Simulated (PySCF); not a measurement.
These 2 structures share the formula C5H4O. Method used: PySCF, PBE0-D3(BJ)/def2-SVP geometry optimisation, gas phase. One conformer each; no zero-point energy, no entropy. No frequencies were run at this level. Point groups hold within 0.08 Å.

Question: Order them by energy at this level, lowest first, and give relative energies in kcal/mol.
A. `[CH:1]#[C:2][C:3](=[O:4])[CH:5]=[CH2:6]` with C2–C3–C5–C6 0°
B. `[CH2:1]=[CH:2][c:3]1[cH:4][c:5]1=[O:6]` with C1–C2–C3–C4 180°

Answer: B (0.0), A (4.6).

As drawn, the lower has a three-membered ring, which the higher lacks.

```tsv
SMILES	E (Eh)	E rel (kcal/mol)	dipole (D)	point group	A, B, C (MHz)
C=Cc1cc1=O	-267.55329	0.0	4.24	Cs	8171, 2624, 1986
C#CC(=O)C=C	-267.54592	4.6	3.35	Cs	4979, 3534, 2067
```

As an exercise, what shares would exp(−E/RT) give at 500 K from these electronic energies alone (no entropy, no degeneracies)?

RT = 0.994 kcal/mol: C=Cc1cc1=O 99.1 %, C#CC(=O)C=C 0.9 %.
